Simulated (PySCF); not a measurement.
## Computed data sheet: `[NH2+]=CN` (streptocyanine-1)

Species: streptocyanine-1, CH₅N₂ (charge +1).
Z-matrix (Å and degrees, GFN2-xTB geometry), rows numbered from 1:
```
N 
C   1  1.3024
N   2  1.3025  1  124.54
H   1  1.0139  2  121.83  3     0.03
H   1  1.0110  2  121.31  3  -179.95
H   2  1.0869  1  117.71  3   179.95
H   3  1.0137  2  121.79  1    -0.07
H   3  1.0108  2  121.38  1   179.95
```

From GFN2-xTB geometry:

- Point group of the GFN2-xTB geometry: C2v
- Rotational constants A, B, C of the GFN2-xTB geometry: 59.566, 10.425, 8.872 GHz

B3LYP/def2-SVPD ground state and vertical TDDFT (core frozen in the response) (PySCF):

* HOMO energy: -14.19 eV
* LUMO energy: -6.56 eV
* HOMO–LUMO gap: 7.63 eV
* Lowest singlet excitation: 7.58 eV (164 nm, f = 0.333)
* Strongest line among the 8 lowest singlet transitions: S1 at 7.58 eV (164 nm, f = 0.333)
* Lowest triplet excitation (Tamm–Dancoff): 5.16 eV
* Static isotropic polarisability: 26.2 au
* Electronic spatial extent ⟨r²⟩ about the centre of nuclear charge: 157 bohr²

**delta-SCF UKS SCAN, pcX-2 on the ionised atom, pcseg-1 elsewhere, spin-free X2C (PySCF)**

* Core binding energies: C1s 300.7 (C2), N1s 413.0 (N1/N3) eV

Monoisotopic mass of the ion (most abundant isotopes, electron mass counted): 45.0447 u.

The vertical singlet–triplet gap S1 − T1 is 2.42 eV (TDDFT singlet less Tamm–Dancoff triplet; S1: HOMO→LUMO, weight 0.97; T1: HOMO→LUMO, weight 0.99). S1 lies 0.05 eV below the HOMO–LUMO gap; its leading configuration is HOMO→LUMO, weight 0.97. The 8 singlets span 7.58 to 10.91 eV, and their oscillator strengths add up to 0.46. The largest Löwdin shares of the HOMO are 0.40 on N3, 0.40 on N1 and 0.10 on C2. No computed singlet falls in the visible range (750 to 380 nm, 1.65 to 3.26 eV); S1 lies 4.32 eV above its blue end. The polarisability is 3.89 Å³ as a volume (1 au = 0.148185 Å³), or 1.09 au for each of the 24 electrons. The principal polarisabilities are 17.5, 24.7 and 36.5 au; their mean is the isotropic value.

Geometry: GFN2-xTB; no solvent, vibrations or thermal averaging.
